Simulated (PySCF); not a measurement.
**Identify the compound**

An unknown has the formula C3O2. Its calculated NMR data are:

¹³C{¹H} NMR (computed): δ 126.6 (C, 2C), -17.2 (C).

- spin–spin couplings from B3LYP/pcJ-1
- geometry from GFN2-xTB
- NMR shieldings at PBE0/pcSseg-1/GIAO
- program: PySCF 2.14.0 with density-fitted response routines
- one conformer, relativity neglected, no solvent model, equivalent nuclei averaged

Shifts are taken against calculated references (same method and geometry level): ¹³C (σref 186.93) against TMS.

Task: Deduce the structure.

Result: 
Rings plus π bonds: 4 (no ring in the answer). 2 carbon signals for 3 carbons: some carbons are equivalent by symmetry or fast rotation. Carbon types of the structure: 3 × C. δC 126.6: central carbon of a ketene. δC -17.2: central carbon of an allene.

The compound is `O=C=C=C=O`.

The shifts were computed for this structure.

Shifts are as computed. Against solution values, carbons near 30 ppm lie about +3 ppm off and those near 130 ppm about +5 ppm. Of 1211 compounds with measured shifts, 218 miss one by over three times the rms of a fit or turn the order of signals round; such compounds aren't used in these exercises.
